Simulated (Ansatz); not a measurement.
Results of LDA (Ansatz, an electronic-structure program, PAW) for bcc Na.

A relaxed, unreconstructed slab of the (211) face has 12 atoms, two equal faces of 20.150 Å² each and an energy of -17598.6035 eV. A bulk cell of 6 atoms with the same orientation and in-plane k mesh has -8799.6485 eV. Energies are extrapolated to zero smearing.

Settings: plane-wave cutoff 500 eV, 10×16×1 k mesh (along the axes of the cell as run), Fermi–Dirac smearing 0.1 eV, scalar-relativistic PAW data made under PBE.

Worked out: γ = (E_slab − N E_bulk per atom)/2A = [-17598.6035 − 12 × (-8799.6485/6)]/(2 × 20.150) = 0.0172 eV/Å². With 16.022 J/m² per eV/Å² this is 0.28 J/m², or 0.35 eV per surface cell and face.
